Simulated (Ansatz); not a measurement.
**BH4⁺, singlet in cc-pVDZ: errors against full CI**

All five atoms lie in one plane.

Geometry: a point of a stretch scan, not a stationary point.

```xyz
5

B     0.0005    0.0202   -0.0205
H    -0.0151    0.8816    0.8294
H    -0.0283   -1.1274    1.1423
H     0.0218    0.8702   -0.8817
H     0.0161   -0.8412   -0.8703
```

Basis cc-pVDZ; Ansatz 0.2.0. Correlated methods freeze the noble-gas cores, which leaves 6 electrons in 33 orbitals. Prefix R: restricted or restricted open-shell reference; prefix U: unrestricted. Active spaces: valence = (6e, 8o) chosen from the atoms' valence shells; pair = (2e, 2o) about the gap.

Full CI is exact within this basis and frozen core; it isn't the basis-set limit. The frozen core follows each run's orbitals, which can shift R against U totals by a few meV.

Unrestricted rows (U) aren't spin-pure: their determinants' ⟨S²⟩ exceeds S(S+1) by up to 0.16, so they mix in states of higher spin.

* UHF ⟨S²⟩: 0.156
* T1 diagnostic (RCCSD): 0.0137
* largest doubles amplitude (RCCSD): 0.170

```
   level  E − E(RHF) (eV)
     UHF          -0.0187
    RMP2          -3.0046
   RCCSD          -3.7867
RCCSD(T)          -3.8779
```

Question: Estimate how far full CI in cc-pVDZ lies from RCCSD(T). The table doesn't fix it; the size of (T) and the diagnostics are the guide.

Answer: Full CI in cc-pVDZ lies 0.93 mEh below RCCSD(T), which is 28 % of the (T) step (-3.35 mEh). A doubles amplitude is large, RHF is unstable towards spin polarisation, and the rest is a large part of (T).

The other levels:

```
                   level  E − E(full CI) (mEh)  share of correlation (%)  wall time
                    CISD                  9.96                     93.06     0.54 s
                 BCCD(T)                  0.93                     99.35     0.39 s
                  RCCSDT                  0.25                     99.83          –
               RCCSDT(Q)                  0.05                     99.97      1.1 s
     CASSCF (pair space)                112.85                     21.33          –
     NEVPT2 (pair space)                 25.56                     82.18     0.21 s
     MRCISD (pair space)                  5.83                     95.94          –
   MRCISD+Q (pair space)                 -0.60                    100.42     0.33 s
  CASSCF (valence space)                 58.93                     58.92          –
  NEVPT2 (valence space)                 16.15                     88.74      1.9 s
  MRCISD (valence space)                  2.04                     98.57          –
MRCISD+Q (valence space)                  0.40                     99.72      2.9 s
```

The correlation energy at full CI, counted from RHF, is -3.903 eV. That run took 20 s on 1 thread of Intel Xeon Platinum 8375C, shared host over 7,516,936 determinants.

Times hold each run's SCF and search for its determinant on a shared host, so for small cases they say little of a method's own cost; they ran on 1 thread of Intel Xeon Platinum 8375C.

Not variational, and here over 5 meV under the exact energy: MRCISD+Q (pair space).

The full-CI state has the irrep A1 of C2v, in the program's axes.

Natural occupations of full CI about the gap: 1.961 1.939 1.890 0.109 0.023 0.014 0.013 0.012 0.010 0.006; effectively unpaired electrons, Σ n²(2−n)², 0.11.
